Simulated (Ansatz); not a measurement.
# A workflow on SiH2O (oxosilane)

We compute a series of 40 runs (HF/STO-3G, UHF/STO-3G, HF/3-21G, UHF/3-21G, HF/6-31G*, UHF/6-31G*, B3LYP/6-31G*, UB3LYP/6-31G*, and more) of H2OSi. 

The calculation is run with Ansatz 0.2.0.

**1. Starting point**

SiH2O has 4 atoms, charge 0, and is taken as a singlet. SMILES: `O=[SiH2]`. The shape is that of a PBE0-D4/def2-TZVP optimisation. The run starts from this shape.

Bond lengths: O1–Si2 1.516 Å, Si2–H3 1.485 Å, Si2–H4 1.486 Å. Angles: O1–Si2–H3 124.0°, O1–Si2–H4 124.0°, H3–Si2–H4 111.9°.

**2. A structure relaxation at HF/STO-3G (start density atoms) (run 1)**

job.yaml

```yaml
crystal:
  periodic: [false, false, false]
  atoms:
    - {symbol: O, position_ang: [-0.283200, 0.413500, 1.469500]}
    - {symbol: Si, position_ang: [-0.006700, 0.009800, 0.034900]}
    - {symbol: H, position_ang: [0.439900, -1.346000, -0.376200]}
    - {symbol: H, position_ang: [-0.150000, 0.922700, -1.128300]}
basis:
  gaussian:
    orbitals: STO-3G
hamiltonian:
  xc: hf
output: {orbitals: {seedname: orbitals}}
relax:
  f_tol: 0.002
```

Launch:

```sh
$ ansatz run job.yaml --threads 1 --pin off --max-ram 3480MiB --events-out events.jsonl --progress --plain --runs-dir runs
```

Standard output:

```text
Warning: RAYON_NUM_THREADS=1 ignored (pool sized by the plan → 1); use --threads N
The last accepted step is kept in runs//last_step.txt (removed where the run ends without a failure and the disk answers)
[... 43 lines left out ...]
Total energy: -9809.99142592 eV, -360.5105354516 hartree
[... 4 lines left out ...]
Dipole moment:     0.085898    -0.125424    -0.445733 e Å
```

Wall time 0.84 s (1 thread of Arm Neoverse V2, shared host).

The path in brief:

```csv
step,energy from the first frame kept (eV),largest force (eV/Å)
1,0.0000,2.1060
2,-0.1070,0.1188
3,-0.1075,0.0546
4,-0.1075,0.0077
5,-0.1075,0.0000
```

After the run. Bond lengths: O1–Si2 1.520 Å, Si2–H3 1.422 Å, Si2–H4 1.422 Å. Angles: O1–Si2–H3 123.8°, O1–Si2–H4 123.8°, H3–Si2–H4 112.5°.

**3. The harmonic vibrations at HF/STO-3G (start density atoms) (run 2)**

run.yaml

```yaml
crystal:
  periodic: [false, false, false]
  atoms:
    - {symbol: O, position_ang: [-0.279985, 0.408818, 1.452836]}
    - {symbol: Si, position_ang: [-0.002773, 0.004049, 0.014364]}
    - {symbol: H, position_ang: [0.424778, -1.296351, -0.372346]}
    - {symbol: H, position_ang: [-0.142020, 0.883484, -1.094954]}
basis:
  gaussian:
    orbitals: STO-3G
total_charge: 0
hamiltonian:
  xc: hf
phonons:
  temperatures: {t_min: 298.15, t_max: 298.15, t_step: 1}
```

Launch:

```sh
$ ansatz run run.yaml --threads 1 --pin off --max-ram 3480MiB --events-out events.jsonl --progress --plain --runs-dir runs
```

Standard output:

```text
Warning: RAYON_NUM_THREADS=1 ignored (pool sized by the plan → 1); use --threads N
[... 55 lines left out ...]
Total energy: -9809.99143735 eV, -360.5105358717 hartree
[... 4 lines left out ...]
Dipole moment:     0.085898    -0.125424    -0.445732 e Å
Vibrations: 599.43 764.00 1182.10 1338.75 2835.92 2886.45 cm⁻¹, zero-point energy 0.595536 eV
```

Wall time 0.62 s (1 thread of Arm Neoverse V2, shared host).

Runs 3 to 7 aren't shown in full; the table further down has their settings and results.

**4. The doublet cation: a geometry optimisation at UHF/3-21G (start density atoms) (run 8)**

run.yaml

```yaml
crystal:
  periodic: [false, false, false]
  atoms:
    - {symbol: O, position_ang: [-0.286586, 0.418420, 1.486979]}
    - {symbol: Si, position_ang: [-0.002034, 0.003141, 0.011045]}
    - {symbol: H, position_ang: [0.440554, -1.350102, -0.371381]}
    - {symbol: H, position_ang: [-0.151934, 0.928541, -1.126743]}
basis:
  gaussian:
    orbitals: 3-21G.json
total_charge: 1
magnetization:
  spin_polarized: true
  initial_magnetization: 1
hamiltonian:
  xc: hf
relax: {}
```

The basis set 3-21G is read from a file made from the Basis Set Exchange's data (not shown).

Launch:

```sh
$ ansatz run run.yaml --threads 1 --pin off --max-ram 3480MiB --events-out events.jsonl --progress --plain --runs-dir runs
```

Standard output:

```text
Warning: RAYON_NUM_THREADS=1 ignored (pool sized by the plan → 1); use --threads N
[... 1 set-up line as earlier in the session ...]
[... 54 lines left out ...]
Total energy: -9868.62099859 eV, -362.6651325066 hartree
[... 4 lines left out ...]
Dipole moment:     0.162468    -0.237253    -0.843137 e Å
```

Wall time 1.3 s (1 thread of Arm Neoverse V2, shared host).

Step by step:

```csv
step,energy from the first frame kept (eV),largest force (eV/Å)
1,0.0000,7.0796
2,-0.3496,3.1003
3,-0.4393,0.0814
4,-0.4397,0.0309
5,-0.4398,0.0004
```

After the run. Bond lengths: O1–Si2 1.677 Å, Si2–H3 1.458 Å, Si2–H4 1.458 Å. Angles: O1–Si2–H3 114.9°, O1–Si2–H4 114.9°, H3–Si2–H4 130.2°.

Runs 9 to 39 aren't shown in full; the table further down has their settings and results.

**5. The doublet cation: a structure relaxation at USVWN5/def2-TZVP (start density atoms) (run 40)**

input.yaml

```yaml
basis:
  gaussian:
    orbitals: def2-TZVP
crystal:
  periodic: [false, false, false]
  atoms:
    - {symbol: O, position_ang: [-0.284080, 0.414797, 1.474083]}
    - {symbol: Si, position_ang: [-0.006388, 0.009322, 0.033107]}
    - {symbol: H, position_ang: [0.444026, -1.361177, -0.372716]}
    - {symbol: H, position_ang: [-0.153558, 0.937059, -1.134573]}
total_charge: 1
magnetization:
  spin_polarized: true
  initial_magnetization: 1
hamiltonian:
  xc: {name: SVWN5}
relax: {}
```

Launch:

```sh
$ ansatz run input.yaml --threads 1 --pin off --max-ram 3480MiB --events-out events.jsonl --progress --plain --runs-dir runs
```

Standard output:

```text
Warning: RAYON_NUM_THREADS=1 ignored (pool sized by the plan → 1); use --threads N
[... 1 set-up line as earlier in the session ...]
[... 16 lines left out ...]
491 factors; their error is unknown
[... 6 lines left out ...]
491 factors; their error is unknown
[... 5 lines left out ...]
491 factors; their error is unknown
[... 5 lines left out ...]
491 factors; their error is unknown
[... 5 lines left out ...]
491 factors; their error is unknown
[... 4 lines left out ...]
491 factors; their error is unknown
[... 5 lines left out ...]
Total energy: -9900.68488343 eV, -363.8434585408 hartree
[... 4 lines left out ...]
Dipole moment:     0.153477    -0.224434    -0.797417 e Å
```

Run time: 7.5 s. Hardware: 1 thread of Arm Neoverse V2, shared host; peak memory 0.12 GiB.

The path in brief:

```csv
step,energy from the first frame kept (eV),largest force (eV/Å)
1,0.0000,2.2302
2,-0.0755,1.5715
3,-0.1221,0.1696
4,-0.1241,0.0475
5,-0.1243,0.0184
6,-0.1243,0.0014
```

After the run. Bond lengths: O1–Si2 1.575 Å, Si2–H3 1.507 Å, Si2–H4 1.507 Å. Angles: O1–Si2–H3 115.8°, O1–Si2–H4 115.8°, H3–Si2–H4 128.4°.

**6. All runs side by side**

```csv
run,level,task,walk f tol,partner,energy (Eh),wall time
1,HF/STO-3G (start density atoms),optimise,0.002,base,-360.510535,0.84 s
2,HF/STO-3G (start density atoms),frequencies,–,base,-360.510536,0.62 s
3,UHF/STO-3G (start density atoms),energy,–,cation,-360.338951,0.12 s
4,UHF/STO-3G (start density atoms),optimise,–,cation,-360.358696,1 s
5,HF/3-21G (start density atoms),optimise,0.002,base,-362.955892,0.9 s
6,HF/3-21G (start density atoms),frequencies,–,base,-362.955892,1 s
7,UHF/3-21G (start density atoms),energy,–,cation,-362.648971,0.24 s
8,UHF/3-21G (start density atoms),optimise,–,cation,-362.665133,1.3 s
9,"HF/6-31G* (Cartesian functions, start density atoms)",optimise,0.002,base,-364.914399,1.6 s
10,"HF/6-31G* (Cartesian functions, start density atoms)",frequencies,–,base,-364.914399,1.6 s
11,"UHF/6-31G* (Cartesian functions, start density atoms)",energy,–,cation,-364.582242,0.5 s
12,"UHF/6-31G* (Cartesian functions, start density atoms)",optimise,–,cation,-364.600810,2.1 s
13,"B3LYP/6-31G* (Cartesian functions, start density atoms)",optimise,0.002,base,-365.897670,3.9 s
14,"B3LYP/6-31G* (Cartesian functions, start density atoms)",frequencies,–,base,-365.897670,6.3 s
15,"UB3LYP/6-31G* (Cartesian functions, start density atoms)",energy,–,cation,-365.507690,1.1 s
16,"UB3LYP/6-31G* (Cartesian functions, start density atoms)",optimise,–,cation,-365.518435,7.2 s
17,PBE/def2-SVP (start density atoms),optimise,0.002,base,-365.512179,3.3 s
18,PBE/def2-SVP (start density atoms),frequencies,–,base,-365.512179,4.8 s
19,UPBE/def2-SVP (start density atoms),energy,–,cation,-365.124766,1.5 s
20,UPBE/def2-SVP (start density atoms),optimise,–,cation,-365.131486,8.4 s
21,"MP2/6-31G* (Cartesian functions, start density atoms)",optimise,0.002,base,-365.183486,1.9 s
22,"MP2/6-31G* (Cartesian functions, start density atoms)",frequencies,–,base,-365.183486,3.9 s
23,"UMP2/6-31G* (Cartesian functions, start density atoms)",energy,–,cation,-364.788996,0.5 s
24,"UMP2/6-31G* (Cartesian functions, start density atoms)",optimise,–,cation,-364.801391,3.3 s
25,PBE-D3(BJ)/def2-TZVP (start density atoms),optimise,0.002,base,-365.719020,5.1 s
26,PBE-D3(BJ)/def2-TZVP (start density atoms),frequencies,–,base,-365.719020,5.1 s
27,UPBE-D3(BJ)/def2-TZVP (start density atoms),energy,–,cation,-365.326250,2.6 s
28,UPBE-D3(BJ)/def2-TZVP (start density atoms),optimise,–,cation,-365.332778,11 s
29,B3LYP-D4/def2-TZVP (start density atoms),optimise,0.002,base,-365.973886,5.4 s
30,B3LYP-D4/def2-TZVP (start density atoms),frequencies,–,base,-365.973886,9.6 s
31,UB3LYP-D4/def2-TZVP (start density atoms),energy,–,cation,-365.577232,1.6 s
32,UB3LYP-D4/def2-TZVP (start density atoms),optimise,–,cation,-365.587232,12 s
33,CCSD(T)/cc-pVDZ (start density atoms),optimise,0.002,base,-365.242345,13 s
34,CCSD(T)/cc-pVDZ (start density atoms),frequencies,–,base,-365.242345,18 s
35,UCCSD(T)/cc-pVDZ (start density atoms),energy,–,cation,-364.862404,1.8 s
36,UCCSD(T)/cc-pVDZ (start density atoms),optimise,–,cation,-364.873907,28 s
37,SVWN5/def2-TZVP (start density atoms),optimise,0.002,base,-364.240914,3.6 s
38,SVWN5/def2-TZVP (start density atoms),frequencies,–,base,-364.240914,3.9 s
39,USVWN5/def2-TZVP (start density atoms),energy,–,cation,-363.838892,1.9 s
40,USVWN5/def2-TZVP (start density atoms),optimise,–,cation,-363.843459,7.5 s
```

**7. Summary of results**

| quantity | value |
| --- | --- |
| doublet cation, run 40: total energy at the end | -363.84346 Eh |
| doublet cation, run 40: ⟨S²⟩ | 0.756 |
| vertical ionisation energy (to the doublet cation), HF/3-21G | 8.352 eV |
| vertical ionisation energy (to the doublet cation), HF/6-31G* | 9.038 eV |
| vertical ionisation energy (to the doublet cation), B3LYP-D4/def2-TZVP | 10.793 eV |
| adiabatic ionisation energy (to the doublet cation, no zero-point term), HF/STO-3G | 4.132 eV |
| adiabatic ionisation energy (to the doublet cation, no zero-point term), PBE/def2-SVP | 10.359 eV |
| adiabatic ionisation energy (to the doublet cation, no zero-point term), PBE-D3(BJ)/def2-TZVP | 10.510 eV |
| adiabatic ionisation energy (to the doublet cation, no zero-point term), B3LYP-D4/def2-TZVP | 10.521 eV |
| adiabatic ionisation energy (to the doublet cation, no zero-point term), SVWN5/def2-TZVP | 10.815 eV |

**Reading.** At HF/3-21G: the vertical ionisation energy comes to 8.35 eV (806 kJ/mol). At HF/6-31G*: the vertical ionisation energy comes to 9.04 eV (872 kJ/mol). At B3LYP-D4/def2-TZVP: the vertical ionisation energy comes to 10.79 eV (249 kcal/mol). At HF/STO-3G: the adiabatic ionisation energy (to the doublet cation, no zero-point term) is 4.13 eV (399 kJ/mol). In a minimal basis such a difference can be off by several eV, whatever the method. At PBE/def2-SVP: the adiabatic ionisation energy (to the doublet cation, no zero-point term) is 10.36 eV (1000 kJ/mol). Totals of different functionals can't be ranked against each other. In runs 1, 2, 3, 4 the basis is minimal, so the values are rough. All runs together took 3.1 min, the longest 28 s.
